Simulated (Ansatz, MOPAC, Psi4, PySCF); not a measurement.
Molecule: AlF₂ (charge 0, doublet). SMILES: [Al]([F])[F]
Geometry: optimised at B3LYP-D3(BJ)/def2-TZVP (Ansatz, an electronic-structure program).

Wanted: size of the dipole moment, in D. Set-up: 6-311+G** with 5d, 6d on Na to Ar in Ansatz; spin-orbit terms left out; UHF or UKS for open shells; 6-31G* and kin with 6d, 5d where marked; non-relativistic; dispersion terms only where a functional's name holds one. Ab initio and DFT rows: single points at B3LYP-D3(BJ) geometries (Ansatz). Semi-empirical rows: dipoles at the shared geometry.

| level | program | size of the dipole moment (D) |
|---|---|---|
| AM1 | MOPAC | 1.20 |
| MNDO | MOPAC | 2.15 |
| PBE/STO-3G | Ansatz | 0.92 |
| PBE/3-21G | Ansatz | 1.27 |
| PBE/def2-SVP | Ansatz | 1.57 |
| B3LYP/6-31G* | Ansatz | 1.72 |
| B3LYP/6-31+G* | Ansatz | 2.01 |
| PBE0/6-311+G** | Ansatz | 2.07 |
| M06-2X/6-311+G** | PySCF | 2.19 |
| wB97X-D/6-311+G** | Psi4 | 2.06 |

No value to compare with is used here. The 10 habitual levels span 0.92 (PBE/STO-3G) to 2.19 D (M06-2X/6-311+G**).

The levels are drawn from those run, B3LYP/6-31G* more often than the rest, none by its result; runs whose electronic state is in doubt are left out.
